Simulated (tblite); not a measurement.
Compound: C3H5O2 (doublet state).
Geometry (GFN2-xTB, Å), atoms numbered from 1 in this order:
```xyz
10
C3H5O2 angstrom
C      1.5448    0.3550   -0.6358
C      0.5289   -0.3417    0.1557
O     -0.5948    0.5221    0.4265
C     -1.7809    0.1303    0.0100
O     -2.0459   -0.8840   -0.5661
H      2.5848    0.1594   -0.4757
H      1.2459    1.0646   -1.3805
H      0.1222   -1.2275   -0.3710
H      0.9257   -0.6748    1.1210
H     -2.5218    0.9012    0.2820
```

Computed with GFN2-xTB (tblite): harmonic, unscaled wavenumbers at the GFN2-xTB geometry, gas phase. The method is semi-empirical: single wavenumbers can be off by several per cent or more. One conformer, not necessarily the lowest. Open shells enter through the occupations alone, without spin polarisation, and single modes of such species can be off by tens of per cent.

Harmonic wavenumbers (cm⁻¹): 38.0, 112.8, 262.9, 295.6, 425.1, 477.4, 732.4, 793.4, 937.7, 940.3, 1039.2, 1136.9, 1150.8, 1189.0, 1293.1, 1347.3, 1375.5, 1401.0, 1783.5, 2761.6, 2829.6, 2924.7, 3153.0, 3203.9.

A = 14307, B = 3260, C = 2990 MHz; mass 73.029 u (most abundant isotopes); point group C1, symmetry number 1; spin multiplicity 2.

Task: What is the zero-point energy?

Result: Half the sum of the wavenumbers: 15802 cm⁻¹ = 189.04 kJ/mol.

Task: Give the ideal-gas entropy at 400 K and 1 bar in the rigid-rotor, harmonic-oscillator model (classical rotation).

Result: Translation 168.48, rotation 109.30, vibration 79.76, spin (R ln 2) 5.76: S = 363.3 J/(mol K).

Task: And Cp and H(400 K) − H(0)?

Result: Cp = 111.28 J/(mol K), of which vibrations give 78.02 (their classical limit is 24 R = 199.5); H(400 K) − H(0) = 29.18 kJ/mol without the zero-point energy, 15.87 from vibrations.

Task: What must be added to the electronic energy to get the Gibbs energy at 400 K and 1 bar?

Result: ZPE + [H(400 K) − H(0)] − T·S = 189.04 + 29.18 − 145.32 = 72.90 kJ/mol.

Task: Blend soft modes into free rotors: weight 1/[1 + (100 cm⁻¹/ν̃)⁴] for the oscillator and the rest for a rotor with moment μB/(μ + B), μ = h/(8π²ν), B = 10⁻⁴⁴ kg m². What vibrational entropy results?

Result: 71.03 J/(mol K) in place of 79.76, which changes −T·S at 400 K by +3.49 kJ/mol.

Hindered rotation and anharmonicity are outside this model. Other conformers, if any are populated, would add a mixing term that is left out. The structure is chiral; the term R ln 2 for an equal mix with its mirror image is left out.

Hardware: one thread of an Arm Neoverse V1, shared host. Cost: 0.14 s wall. This covers the Hessian and the dipole derivatives.
